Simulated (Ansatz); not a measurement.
Basis-set extrapolation for `[CH3-]` (PBE0-D4/def2-TZVPD geometry, frozen core, Ansatz 0.2.0). Multiplicity 1, RHF reference.

|  | def2-TZVPPD | def2-QZVPPD |
| --- | --- | --- |
| HF | -39.519148 | -39.522305 |
| MP2 correlation | -0.211472 | -0.223513 |
| CCSD(T) correlation | -0.235665 | -0.245658 |

Energies in hartree. Use E(X) = E(∞) + A·exp(−7.88·√X) for Hartree–Fock and E(X) = E(∞) + B·X^(−2.97) for correlation, with X = 3 and 4.

What is the CCSD(T) energy at the basis-set limit?

HF limit: -39.522305 + (-0.003157) × 0.13774 = -39.52274. Correlation limit: -0.245658 + (-0.009993) × 0.74074 = -0.25306. Total: -39.77580 hartree, 55.1 kJ/mol below CCSD(T)/def2-TZVPPD.
